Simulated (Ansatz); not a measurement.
System: spinel CdLu2S4. Method: PBEsol in Ansatz (plane waves, PAW).

Numerical settings: plane-wave cutoff 520 eV, 6×6×6 k mesh, Fermi–Dirac smearing 0.01 eV, scalar-relativistic PAW data made under PBE.

Cell (relaxed at this level):

```
CELL_PARAMETERS angstrom
      0.00000     5.47833     5.47833
      5.47833     0.00000     5.47833
      5.47833     5.47833     0.00000
ATOMIC_POSITIONS crystal
  S  0.38293 0.38293 0.38293
  S  0.39879 0.86707 0.86707
  S  0.38293 0.38293 0.85121
  S  0.86707 0.39879 0.86707
  S  0.85121 0.38293 0.38293
  S  0.86707 0.86707 0.86707
  S  0.38293 0.85121 0.38293
  S  0.86707 0.86707 0.39879
  Lu 0.62500 0.62500 0.62500
  Lu 0.12500 0.62500 0.62500
  Lu 0.62500 0.62500 0.12500
  Lu 0.62500 0.12500 0.62500
  Cd 0.00000 0.00000 0.00000
  Cd 0.25000 0.25000 0.25000
```

Question: Estimate the band gap that the calculation returns.

Answer: 
band gap: 0.95 eV

Spin–orbit coupling is not included.

Static lattice: no zero-point or thermal effects.

Cost on a shared machine: around 110 core-seconds (rough).

Ansatz is an electronic-structure program.
